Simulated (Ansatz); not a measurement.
# BPSi: the cost of one run

The runs use Ansatz 0.2.0, Gaussian basis; def2-QZVPP, core rule «outside noble gas», up to 11 orbitals frozen.

Plan: UHF; ROHF; CCSD(T) on UHF.

9 further runs of the same task are left out: 1 that didn't finish, 8 set aside as unsound or not needed. Runs told in other sessions of the task aren't counted.

### Step 1. The system

The geometry is a PBE0/def2-TZVP stationary point (not a proven minimum) of the parent state, kept for this charge and spin.

3 atoms, charge 0, spin multiplicity 5.

Atoms are counted from 1 here; the program's logs count them from 0.

Bond lengths: P1–B2 1.761 Å, B2–Si3 1.939 Å. Angles: P1–B2–Si3 180.0°.

### Step 2. UHF

in.yaml

```yaml
crystal:
  periodic: [false, false, false]
  atoms:
    - {symbol: P, position_ang: [0.000000, 0.000000, -1.820400]}
    - {symbol: B, position_ang: [0.000000, 0.000000, -0.059200]}
    - {symbol: Si, position_ang: [0.000000, 0.000000, 1.879600]}
basis:
  gaussian: {orbitals: "def2-QZVPP.json"}
magnetization: {spin_polarized: true, initial_magnetization: 4}
hamiltonian: {xc: hf}
output: {orbitals: {seedname: orbitals}}
```

The run is started by

```console
$ ansatz run in.yaml --threads 1 --pin off --events-out ev --progress --plain --max-ram 2393MiB
```

What time and memory should one allow on 1 thread of Arm Neoverse V2, shared host?

About 20 s, with a peak of 0.43 GiB.
